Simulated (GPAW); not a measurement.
# SiPH3Cl (SMILES P[SiH]Cl): UHCTH407/real-space grid (scalar-relativistic datasets)

We compute ionisation energies of SiPH3Cl. The job is set up through an ASE script.

Program for the calculation: GPAW 26.7.0.

**1. Starting point**

SiPH3Cl has 6 atoms, charge 0, and is taken as a doublet. As SMILES, `P[SiH]Cl`. The coordinates come from a GFN2-xTB relaxation. This is one conformer, not always the lowest.

Bond lengths: P1–Si2 2.239 Å, Si2–Cl3 2.032 Å, P1–H4 1.386 Å, P1–H5 1.384 Å, Si2–H6 1.470 Å. Angles: P1–Si2–Cl3 109.3°, P1–Si2–H6 109.1°, Cl3–Si2–H6 106.1°, Si2–P1–H4 96.3°, Si2–P1–H5 95.0°, H4–P1–H5 92.9°.

**2. Ionisation energies at UHCTH407/real-space grid (scalar-relativistic datasets)**

calc.py

```python
import numpy as np
from ase import Atoms
from ase.units import Bohr
from gpaw import GPAW, setup_paths
from gpaw.atom.configurations import parameters
from gpaw.atom.generator import Generator

# Atomic positions
positions_bohr = np.array(
              [[ -0.786353,   0.641751,  -2.171976],
               [  0.685819,  -0.249557,   1.693043],
               [  2.745885,  -3.487697,   1.550520],
               [ -2.673622,  -1.175599,  -2.185846],
               [ -2.418320,   2.520554,  -1.364552],
               [  2.446553,   1.750548,   2.478810]])
atoms = Atoms(['P', 'Si', 'Cl', 'H', 'H', 'H'], positions=positions_bohr * Bohr)
atoms.set_cell([14.0, 14.0, 14.0])
atoms.center()

# Generate the setups first
for symbol in ['Cl', 'H', 'P', 'Si']:
    Generator(symbol, xcname='HCTH407', scalarrel=True, nofiles=True, txt=None).run(**parameters[symbol])
setup_paths.insert(0, '.')

energies = {}
for name, charge, unpaired in [('neutral', 0, 1), ('oxidised', 1, 0)]:
    atoms.set_initial_magnetic_moments([unpaired / len(atoms)] * len(atoms))
    dft = GPAW(mode='fd',
               h=0.2,
               charge=charge,
               poissonsolver={'name': 'fd'},
               maxiter=100,
               xc='HCTH407',
               symmetry='off',
               occupations={'name': 'fermi-dirac', 'width': 0.0, 'fixmagmom': unpaired > 0},
               txt=f'{name}.txt')
    atoms.calc = dft
    energies[name] = atoms.get_potential_energy()
    print(f'{name:10} {energies[name]:12.5f} eV')

ip = energies['oxidised'] - energies['neutral']
print(f'Vertical IP             {ip:.3f} eV')
```

Launch:

```
$ python3 calc.py
```

Q: Predict the results. Wanted: first ionisation energy.

Computed results:

Level: UHCTH407/real-space grid (scalar-relativistic datasets).

```
               quantity    value
first ionisation energy  8.07 eV
```
